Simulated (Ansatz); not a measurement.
## SiC, singlet in cc-pVDZ: errors against full CI

Geometry: a PBE0/def2-TZVP stationary point for this spin. The triplet lies 0.5 eV lower here.

```json
{"atom": "Si", "x (Å)": "0.0000", "y (Å)": "0.0000", "z (Å)": "0.0000"}
{"atom": "C", "x (Å)": "0.0000", "y (Å)": "0.0000", "z (Å)": "1.6358"}
```

Basis cc-pVDZ; Ansatz 0.2.0. Only valence electrons are correlated (noble-gas cores frozen), which leaves 8 electrons in 26 orbitals. R marks a restricted (for open shells ROHF) determinant, U an unrestricted one. Active spaces: valence = (8e, 8o) chosen from the atoms' valence shells.

Full CI is exact within this basis and frozen core; it isn't the basis-set limit. The frozen core follows each run's orbitals, which can shift R against U totals by a few meV.

HF rows: UHF is the lowest solution found. Coupled cluster chose its determinant by a search with trial CCSD, here up to 0.50 eV above the lowest Hartree–Fock solution of its kind, and MP2 stands on that determinant too.

```
UHF ⟨S²⟩                            : 1.330
⟨S²⟩ of the determinant under UCCSD : 1.178
T1 diagnostic (RCCSD)               : 0.0782
largest doubles amplitude (RCCSD)   : 0.160
```

```csv
level,E − E(determinant under the R cluster runs) (eV)
RMP2,-6.0150
RCCSD,-6.7701
RCCSD(T),-7.3573
```

(1) Estimate how far full CI in cc-pVDZ lies from RCCSD(T). The table doesn't fix it; the size of (T) and the diagnostics are the guide.

(1) Full CI in cc-pVDZ lies 8.5 kJ/mol below RCCSD(T), which is 15 % of the (T) step (-56.7 kJ/mol). T1 is raised, a doubles amplitude is large, RHF is unstable towards spin polarisation, but (T) still catches most of what CCSD lacks. The miss exceeds 1 kcal/mol.

The other levels:

```
                   level  E − E(full CI) (kJ/mol)  share of correlation (%)     wall time
                    UHF†                    518.9                         –         1.1 s
                   UMP2†                    131.8                         –             –
                 UCCSD*†                     24.7                         –             –
              UCCSD(T)*†                     -8.9                         –           7 s
                BCCD(T)*                      9.6                     98.67         1.9 s
                  RCCSDT                      8.0                     98.88             –
                UCCSDT*†                    -27.8                         –             –
               RCCSDT(Q)                     -2.5                    100.35         3.2 s
             UCCSDT(Q)*†                    -36.7                         –          16 s
                 RCCSDTQ                      1.2                     99.83  4.8 s (H100)
               UCCSDTQ*†                    -43.1                         –   25 s (H100)
  CASSCF (valence space)                    287.0                     60.05             –
  NEVPT2 (valence space)                     66.1                     90.80         2.6 s
  MRCISD (valence space)                     18.3                     97.45             –
MRCISD+Q (valence space)                      3.0                     99.58         3.4 s
```

An asterisk marks runs whose energy the program itself flagged as in doubt. A dagger marks rows that describe another state than the reference (another or a broken symmetry, a higher spin or other natural occupations), so the difference holds a gap between states beside the method's error.

The correlation energy at full CI, counted from the determinant under the R cluster runs, is -7.445 eV. That run took 14 s on 2 threads of AMD EPYC 7R13 with a shared H100 80 GB, shared host over 55,883,796 determinants.

Run but not shown, since their state, orbitals or frozen core can't be matched to the reference's or they repeat it: RHF, CISD, CISDTQ.

Times hold each run's SCF and search for its determinant on a shared host, so for small cases they say little of a method's own cost; rows without a card ran on 1 thread of AMD EPYC 7R13.

More than 5 meV below full CI, which no variational method can be: RCCSDT(Q).

Unrestricted levels hold only the spin's projection, and here they fall towards a lower state of higher spin.

The full-CI state has the irrep A1 of C2v, in the program's axes (one component, if the state is degenerate).

Natural occupations of full CI about the gap: 1.957 1.820 1.820 1.771 0.251 0.134 0.134 0.024 0.010 0.010; effectively unpaired electrons, Σ n²(2−n)², 0.71.
